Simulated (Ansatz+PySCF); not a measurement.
## singlet LiF in separate pieces: levels of theory in one basis

```xyz
2

Li    0.0000    0.0000    0.0000
F    10.0000    0.0000    0.0000
```

Basis set: STO-3G (spherical functions). Correlated methods keep 1 orbital frozen. Charge 0, multiplicity 1.

Computed with Ansatz (development build ahead of 0.2.0); each method stands on the lowest determinant of its kind that the runs found. NEVPT2 correlates all electrons. Active spaces start from the frontier orbitals, and the lowest solution found is given.

```tsv
method	E − E(RHF) (eV)	<S²> of the determinant
RHF	0.00	0.00
UHF	-7.81	1.00
UHF-MP2	-7.82	1.00
RHF-CCSD	-7.82	–
UHF-CCSD	-7.82	1.00
RHF-CCSD(T)	-7.82	–
UHF-CCSD(T)	-7.82	1.00
full CI (lowest root of this spin)	-7.82	–
CASSCF(6,6)	-7.82	–
SC-NEVPT2(6,6)	-7.82	–
```

At such a shape the full CI root can have another spatial symmetry than the determinants, so the rows needn't describe one state.

Task: Is a single determinant a sound starting point here?

Result: It is doubtful. Unrestricted orbitals lower Hartree–Fock by 7.81 eV and <S²> is 1.00 where a pure state has 0.00, a sign of strong static correlation. The CASSCF(6,6) natural occupations are 2.00, 2.00, 1.00, 1.00, 0.00, 0.00.

Caution for RHF, RHF-CCSD, RHF-CCSD(T): an unrestricted determinant lies well below. Caution for UHF, UHF-MP2, UHF-CCSD, UHF-CCSD(T): the unrestricted determinant is a mixture of spin states. Caution for UHF-MP2, UHF-CCSD, UHF-CCSD(T): bonds are stretched, where a single reference can fail. Caution for RHF-CCSD: large amplitudes, a single reference is doubtful. Caution for RHF-CCSD(T): very large amplitudes, the method is breaking down; the amplitudes may be one of several solutions.
